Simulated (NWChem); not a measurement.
The numbers come from NWChem runs, not from measurements. System: allene (C3H4), charge 0, spin multiplicity 1, at a geometry optimised with PBE0/def2-SVP. Level: MP2/3-21G, 3 core orbitals frozen.

Part of the output:

```
             Northwest Computational Chemistry Package (NWChem) 7.3.0
             --------------------------------------------------------

                                NWChem Input Module
                                -------------------

 Scaling coordinates for geometry "geometry" by  1.889725989
 (inverse scale =  0.529177249)

 Turning off AUTOSYM since
 SYMMETRY directive was detected!

                             Geometry "geometry" -> ""
                             -------------------------

 Output coordinates in angstroms (scale by  1.889725989 to convert to a.u.)

  No.       Tag          Charge          X              Y              Z
 ---- ---------------- ---------- -------------- -------------- --------------
    1 C                    6.0000     0.00000000     0.00000000     1.30776200
    2 C                    6.0000     0.00000000     0.00000000     0.00000000
    3 C                    6.0000     0.00000000     0.00000000    -1.30776200
    4 H                    1.0000     0.00000000    -0.93675100     1.87488000
    5 H                    1.0000     0.00000000     0.93675100     1.87488000
    6 H                    1.0000     0.93675100     0.00000000    -1.87488000
    7 H                    1.0000    -0.93675100     0.00000000    -1.87488000

 Effective nuclear repulsion energy (a.u.)      59.0007399211

            Nuclear Dipole moment (a.u.)
            ----------------------------
        X                 Y               Z
 ---------------- ---------------- ----------------
     0.0000000000     0.0000000000     0.0000000000

      Symmetry information
      --------------------

 Group name             C2v
 Group number             16
 Group order               4
 No. of unique centers     5

      Symmetry unique atoms

     1    2    3    4    6


 Summary of "ao basis" -> "" (spherical)
 ------------------------------------------------------------------------------
       Tag                 Description            Shells   Functions and Types
 ---------------- ------------------------------  ------  ---------------------
 *                           3-21g                    on all atoms

 Summary of "ao basis" -> "ao basis" (spherical)
 ------------------------------------------------------------------------------
       Tag                 Description            Shells   Functions and Types
 ---------------- ------------------------------  ------  ---------------------
 C                           3-21g                   5        9   3s2p
 H                           3-21g                   2        2   2s

                                 NWChem SCF Module
                                 -----------------

  ao basis        = "ao basis"
  functions       =    35
  atoms           =     7
  closed shells   =    11
  open shells     =     0
  charge          =   0.00
  wavefunction    = RHF
  use symmetry    = T
  symmetry adapt  = T

 Summary of "ao basis" -> "ao basis" (spherical)
 ------------------------------------------------------------------------------
       Tag                 Description            Shells   Functions and Types
 ---------------- ------------------------------  ------  ---------------------
 C                           3-21g                   5        9   3s2p
 H                           3-21g                   2        2   2s

      Symmetry analysis of basis
      --------------------------

        a1         19
        a2          0
        b1          8
        b2          8

 Forming initial guess at       0.0s

      Superposition of Atomic Density Guess
      -------------------------------------

 Sum of atomic energies:        -114.37608187

      Non-variational initial energy
      ------------------------------

 Total energy =    -116.083588
 1-e energy   =    -268.751886
 2-e energy   =      93.667559
 HOMO         =      -0.291446
 LUMO         =       0.047491

      Symmetry analysis of molecular orbitals - initial
      -------------------------------------------------

 !! scf_movecs_sym_adapt:   16 vectors were symmetry contaminated

  Symmetry fudging

 !! scf_movecs_sym_adapt:   16 vectors were symmetry contaminated

  Numbering of irreducible representations:
[...]
  ----- ------------  ---------------      ----- ------------  ---------------
    21      0.366303  3 C  px                25      0.303955  3 C  px
    32      0.203407  6 H  s                 34     -0.203407  7 H  s
    33      0.153640  6 H  s                 35     -0.153640  7 H  s

 Vector   10  Occ=2.000000D+00  E=-3.740685D-01  Symmetry=b2
              MO Center= -6.8D-37, -4.8D-17, -5.1D-01, r^2= 2.0D+00
   Bfn.  Coefficient  Atom+Function         Bfn.  Coefficient  Atom+Function
  ----- ------------  ---------------      ----- ------------  ---------------
    26      0.386715  3 C  py                17      0.346277  2 C  py
    22      0.337889  3 C  py                13      0.294270  2 C  py

 Vector   11  Occ=2.000000D+00  E=-3.740685D-01  Symmetry=b1
              MO Center= -2.1D-18,  1.5D-39,  5.1D-01, r^2= 2.0D+00
   Bfn.  Coefficient  Atom+Function         Bfn.  Coefficient  Atom+Function
  ----- ------------  ---------------      ----- ------------  ---------------
     7      0.386715  1 C  px                16      0.346277  2 C  px
     3      0.337889  1 C  px                12      0.294270  2 C  px

 Vector   12  Occ=0.000000D+00  E= 1.778774D-01  Symmetry=b2
              MO Center= -4.4D-38,  2.3D-17, -1.8D-01, r^2= 3.0D+00
   Bfn.  Coefficient  Atom+Function         Bfn.  Coefficient  Atom+Function
  ----- ------------  ---------------      ----- ------------  ---------------
    26     -0.666252  3 C  py                17      0.612224  2 C  py
    29      0.514271  4 H  s                 31     -0.514271  5 H  s
    13      0.327884  2 C  py                 8      0.320817  1 C  py
    22     -0.281766  3 C  py

 Vector   13  Occ=0.000000D+00  E= 1.778774D-01  Symmetry=b1
              MO Center= -3.7D-18, -6.3D-37,  1.8D-01, r^2= 3.0D+00
   Bfn.  Coefficient  Atom+Function         Bfn.  Coefficient  Atom+Function
  ----- ------------  ---------------      ----- ------------  ---------------
     7      0.666252  1 C  px                16     -0.612224  2 C  px
    33      0.514271  6 H  s                 35     -0.514271  7 H  s
    12     -0.327884  2 C  px                25     -0.320817  3 C  px
     3      0.281766  1 C  px

 Vector   14  Occ=0.000000D+00  E= 2.988029D-01  Symmetry=a1
              MO Center=  2.4D-16,  2.9D-18,  9.6D-12, r^2= 6.4D+00
   Bfn.  Coefficient  Atom+Function         Bfn.  Coefficient  Atom+Function
  ----- ------------  ---------------      ----- ------------  ---------------
     6      1.393690  1 C  s                 24      1.393690  3 C  s
    29     -0.936925  4 H  s                 31     -0.936925  5 H  s
    33     -0.936925  6 H  s                 35     -0.936925  7 H  s
     9      0.439660  1 C  pz                27     -0.439660  3 C  pz
    15     -0.243904  2 C  s

 center of mass
 --------------
 x =   0.00000000 y =   0.00000000 z =   0.00000000

 moments of inertia (a.u.)
 ------------------
         203.498019678243           0.000000000000           0.000000000000
           0.000000000000         203.498019678243           0.000000000000
           0.000000000000           0.000000000000          12.632552763193

  Mulliken analysis of the total density
  --------------------------------------

    Atom       Charge   Shell Charges
 -----------   ------   -------------------------------------------------------
    1 C    6     6.47   1.99  0.39  1.60  0.98  1.51
    2 C    6     6.01   1.99  0.45  1.53  0.71  1.34
    3 C    6     6.47   1.99  0.39  1.60  0.98  1.51
    4 H    1     0.76   0.46  0.31
    5 H    1     0.76   0.46  0.31
    6 H    1     0.76   0.46  0.31
    7 H    1     0.76   0.46  0.31

       Multipole analysis of the density wrt the origin
       ------------------------------------------------

     L   x y z        total         open         nuclear
     -   - - -        -----         ----         -------
     0   0 0 0     -0.000000      0.000000     22.000000

     1   1 0 0      0.000000      0.000000      0.000000
     1   0 1 0      0.000000      0.000000      0.000000
     1   0 0 1      0.000000      0.000000      0.000000

     2   2 0 0    -14.670063      0.000000      6.267235
     2   1 1 0      0.000000      0.000000      0.000000
     2   1 0 1     -0.000000      0.000000      0.000000
     2   0 2 0    -14.670063      0.000000      6.267235
     2   0 1 1      0.000000      0.000000      0.000000
     2   0 0 2    -11.364453      0.000000    123.500251

                   NWChem MP2 Semi-direct Energy/Gradient Module
                   ---------------------------------------------

  Basis functions       =     35
  Molecular orbitals    =     35
  Frozen core           =      3
  Frozen virtuals       =      0
  Active alpha occupied =      8
  Active beta occupied  =      8
  Active alpha virtual  =     24
  Active beta virtual   =     24
  Use MO symmetry       = T
  Use skeleton AO sym   = T

  AO/Fock/Back tols     =   1.0D-09  1.0D-09  1.0D-09

 GA uses MA = F    GA memory limited = T

 Available:
  local mem=  1.26D+08
 global mem=  1.44D+08
 local disk=  0.00D+00
  mp2_memr nvloc                    24
  nvloc new                    24
   1 passes of   8:        2097152                       4261                    407538.
   1 passes of   8: M    126154486           G      144176750           F     124057334.

 Semi-direct pass number   1 of   1  for RHF alpha+beta  at        0.1s
  vrange nnbf                   621
  mp2_eaftype                    10  avail_ma_in_mb                  1099
 EAF : mp2_eaftype filesize          10     203769.
  mp2_eaf for mointskh                     10
Node 0 wrote      1.0 Mb in      0.0 s     Agg I/O rate:  1685.1 Mb/s
 Done moints_semi at        0.2s
  mp2_eaftype                    10  avail_ma_in_mb                  1089
 EAF : mp2_eaftype filesize          10     203769.
  mp2_eaf for kh                    10
 Done maket at        0.2s
 Done multipass loop at        0.2s

          -------------------------------------------
          SCF energy                -115.217983760338
          Correlation energy          -0.264191749372
          Singlet pairs               -0.176223078781
          Triplet pairs               -0.087968670591
          Total MP2 energy          -115.482175509709
          -------------------------------------------

          ---------------------------------------------------
                    Spin Component Scaled (SCS) MP2
          Same spin pairs                     -0.058645780394
          Same spin scaling factor             0.333333333333
          Opposite spin pairs                 -0.205545968978
          Opposite spin scaling fact.          1.200000000000
          SCS-MP2 correlation energy          -0.266203756238
          Total SCS-MP2 energy              -115.484187516576
          ---------------------------------------------------

 -----------------------
 Performance information
 -----------------------

 Timer overhead =  1.56D-07 seconds/call

               Nr. of calls         CPU time (s)                 Wall time (s)                GFlops
             ---------------    -------------------     ------------------------------   -------------------
Name         Min   Avg   Max    Min     Avg     Max     Min     Avg     Max   Mx/calls   Min     Max     Sum
mp2: moin     1     1     1   6.33E-2 6.33E-2 6.33E-2  6.33E-2 6.33E-2 6.33E-2 6.33E-2   0.0     0.0     0.0
mp2: make     1     1     1   6.79E-3 6.79E-3 6.79E-3  6.79E-3 6.79E-3 6.79E-3 6.79E-3   0.0     0.0     0.0
mp2: tota     1     1     1   7.60E-2 7.60E-2 7.60E-2  7.60E-2 7.60E-2 7.60E-2 7.60E-2   0.0     0.0     0.0

 The average no. of pstat calls per process was 3.00D+00
 with a timing overhead of 4.67D-07s

 Task  times  cpu:        0.2s     wall:        0.2s

 Total times  cpu:        0.2s     wall:        0.2s
```

Q: Write an NWChem input that would produce this output.

A: Several could match; the one computed here: 
```
start mol
memory heap 200 mb stack 900 mb global 1100 mb
geometry units angstroms nocenter noautoz
  C      0.000000     0.000000     1.307762
  C      0.000000     0.000000    -0.000000
  C      0.000000     0.000000    -1.307762
  H      0.000000    -0.936751     1.874880
  H      0.000000     0.936751     1.874880
  H      0.936751     0.000000    -1.874880
  H     -0.936751     0.000000    -1.874880
  symmetry group C2v
end
basis spherical
  * library 3-21g
end
scf
  rhf
  nopen 0
  maxiter 100
  thresh 1e-7
  semidirect memsize 60000000 filesize 0
end
mp2
  freeze core 3
end
task mp2 energy
```
